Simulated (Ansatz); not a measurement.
# C₃H₃S+ (SMILES CC1=[C+]S1): one structure at several levels

One table from this session's results is given with a row withheld; the runs are named, their logs left out.

The runs use Ansatz 0.2.0, Gaussian basis; single points in def2-TZVPP.

Cores are frozen in the correlated methods.

3 further runs of the same task are left out: 3 that didn't finish.

## Starting geometry

SMILES `CC1=[C+]S1`, 7 atoms, charge 1, spin multiplicity 1.

Atoms are counted from 1 here; the program's logs count them from 0.

Bond lengths: C1–C2 1.470 Å, C1–H5 1.089 Å, C1–H6 1.098 Å, C1–H7 1.089 Å, C2–C3 1.458 Å, C2–S4 1.621 Å, C3–S4 1.786 Å. Angles: C2–C1–H5 107.0°, C2–C1–H6 104.5°, C2–C1–H7 114.6°, H5–C1–H6 103.5°, H5–C1–H7 114.4°, H6–C1–H7 111.9°, C1–C2–C3 144.2°, C1–C2–S4 144.9°, C3–C2–S4 70.7°, C2–C3–S4 58.9°, C2–S4–C3 50.4°.

As a file:

```
C    -0.2770    0.7734   -0.0679
C     0.1783   -0.6179    0.0671
C     1.2525   -1.4668    0.5683
S    -0.1011   -2.1528   -0.3730
H    -0.2817    1.2049    0.9319
H     0.5564    1.2877   -0.5648
H    -1.2115    0.8939   -0.6134
```

The first run:

The input, run/in.yaml:

```yaml
crystal:
  periodic: [false, false, false]
  atoms:
    - {symbol: C, position_ang: [-0.277011, 0.773439, -0.067896]}
    - {symbol: C, position_ang: [0.178300, -0.617854, 0.067142]}
    - {symbol: C, position_ang: [1.252499, -1.466753, 0.568322]}
    - {symbol: S, position_ang: [-0.101084, -2.152760, -0.373011]}
    - {symbol: H, position_ang: [-0.281717, 1.204903, 0.931922]}
    - {symbol: H, position_ang: [0.556428, 1.287685, -0.564790]}
    - {symbol: H, position_ang: [-1.211464, 0.893948, -0.613393]}
basis:
  gaussian: {orbitals: def2-TZVPP}
total_charge: 1
hamiltonian: {xc: pbe, dispersion: d4}
output: {forces: true}
```

Launch:

```console
$ ansatz run in.yaml --threads 2 --pin off --events-out ev --progress --plain --max-ram 3481MiB
```

Among the steps run: PBE-D4/def2-TZVPP; r2SCAN-D4/def2-TZVPP; PBE0-D4/def2-TZVPP; wB97M-V/def2-TZVPP; CCSD(T)/def2-TZVPP.

One of the session's tables, all rows but one given; the rest of the session is left out.

```
   method  RMS force component (eV/Å)  angle to CCSD(T) forces (°)
   PBE-D4                       0.602                         26.1
r2SCAN-D4                       0.493                         28.9
  PBE0-D4                           ?                            ?
  wB97M-V                       0.360                         43.7
  CCSD(T)                       0.389                    reference
```

Q: Estimate the row for PBE0-D4 from the others.

The run gave: RMS force component (eV/Å): 0.446; angle to CCSD(T) forces (°): 40.2. In the column «RMS force component (eV/Å)» it lies between CCSD(T) (0.389) and r2SCAN-D4 (0.493).
